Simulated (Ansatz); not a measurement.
# PtRh2: from a trial structure to a relaxed crystal

The calculation used Ansatz, DFT PBE, scalar-relativistic, plane waves, PAW. Cutoff 420 eV, Γ-centred k mesh, Gaussian smearing, no spin polarisation in the final step.

The start puts PtRh2 on the cadmium chloride structure type (R-3m, No. 166), with Pt in place of Cd, Rh in place of Cl, at a guessed volume.

```
CELL_PARAMETERS angstrom
1.59287 0.91965 4.81089
-1.59287 0.91965 4.81089
0.00000 -1.83929 4.81089
ATOMIC_POSITIONS crystal
Rh 0.75000 0.75000 0.75000
Rh 0.25000 0.25000 0.25000
Pt 0.00000 0.00000 0.00000
```

Cell and atoms relax at zero pressure; the relaxation can't lower the symmetry of the start. After a coarse first stage the cell is made exact in the group found at 0.06 Å.

Formation energies are uncorrected and refer to the elements' standard structures at the same level.

Q: Describe the relaxed structure.

A: It keeps R-3m (No. 166), but not the shape of the type it started on. Conventional cell: a = 2.742 Å, c = 20.233 Å. Around Rh lie 9 Rh at 2.69–2.74 Å and 3 Pt at 2.78 Å; Pt has 6 Pt at 2.74 Å and 6 Rh at 2.78 Å.

```
Rh Pt
1.0
     1.37083    0.79145    6.74438
    -1.37083    0.79145    6.74438
     0.00000   -1.58289    6.74438
Rh Pt
2 1
Direct
  0.77949 0.77949 0.77949
  0.22051 0.22051 0.22051
  0.00000 0.00000 0.00000
```

Q: What are its volume, energy, density and gap?

A: The volume per atom is 14.63 Å³ and the density is 15.16 g/cm³. The energy over the elements is 0.03 eV/atom and the gap on the 18×18×18 mesh is 0 eV (a metal).

The final run used a 18×18×18 mesh on its 3-atom cell and 0.10 eV smearing. The k mesh leaves about 4 meV/atom of noise in metals. Spin–orbit coupling is left out. Symmetry constrained the relaxation, so the result can be a saddle point. The steps took roughly 4 core-minutes in all.